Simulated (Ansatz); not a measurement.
`C#COC(C)F` and `C#COCF` differ in one atom or group.

Ansatz, PBE0-D4/def2-TZVP geometries, multiplicity 1. Each molecule was computed in one conformer, which needn't be the lowest.

```tsv
property	`C#COC(C)F`
HOMO–LUMO gap (B3LYP/def2-TZVPP) / eV	7.92
HOMO energy (B3LYP/def2-TZVPP) / eV	-7.09
size of the dipole moment (PBE/def2-TZVPP) / D	2.12
HOMO–LUMO gap (ωB97M-V/def2-TZVPP) / eV	12.26
LUMO energy (PBE/def2-TZVPP) / eV	0.19
size of the dipole moment (ωB97M-V/def2-TZVPP) / D	2.27
```

(1) What does the change do to each property? (Estimate.)

## Answers

(1) Ansatz gave: 
```
                                          property  `C#COCF`  shift
             HOMO–LUMO gap (B3LYP/def2-TZVPP) / eV      8.10   0.18
               HOMO energy (B3LYP/def2-TZVPP) / eV     -7.23  -0.14
    size of the dipole moment (PBE/def2-TZVPP) / D      1.71  -0.41
           HOMO–LUMO gap (ωB97M-V/def2-TZVPP) / eV     12.50   0.24
                 LUMO energy (PBE/def2-TZVPP) / eV      0.09  -0.10
size of the dipole moment (ωB97M-V/def2-TZVPP) / D      1.90  -0.37
```

Dipoles are sizes alone; their direction can turn.

B3LYP here is the variant with VWN-RPA as its local correlation; programs differ in this.
